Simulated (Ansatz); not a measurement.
Reaction (SMILES): OCl (OH-Cl) → [OH] (OH) + Cl atom
B3LYP-D3(BJ)/def2-TZVP geometries, fixed; electronic energies without zero-point terms.

Effect of a fitting basis named in the input at PBE0/def2-TZVPP with Ansatz (an electronic-structure program), against the last row, where the bond dissociation energy is 57.24 kcal/mol. Open shells are unrestricted. The default fits or decomposes integrals by the program's own choice; accuracy: high also tightens integrals, grids and stops.

| setting | largest shift of a total energy (mEh) | shift of the bond dissociation energy (kcal/mol) |
|---|---|---|
| fitting: def2-SV(P)-JKFIT | -0.019 | -0.012 |
| fitting: def2-universal-JKFIT | -0.019 | -0.012 |
| fitting: cc-pVTZ-JKFIT | 0.005 | -0.007 |
| fitting: cc-pVQZ-JKFIT | -0.005 | -0.003 |
| fitting: cc-pV5Z-JKFIT | -0.005 | -0.004 |
| accuracy: high | -0.005 | 0.000 |
| accuracy: medium (default) | 0.000 | 0.000 |

Within 0.02 kcal/mol in the bond dissociation energy: fitting: def2-SV(P)-JKFIT; fitting: def2-universal-JKFIT; fitting: cc-pVTZ-JKFIT; fitting: cc-pVQZ-JKFIT; fitting: cc-pV5Z-JKFIT; accuracy: high. The largest shift is 0.019 mEh in a total energy and 0.012 kcal/mol in the difference.
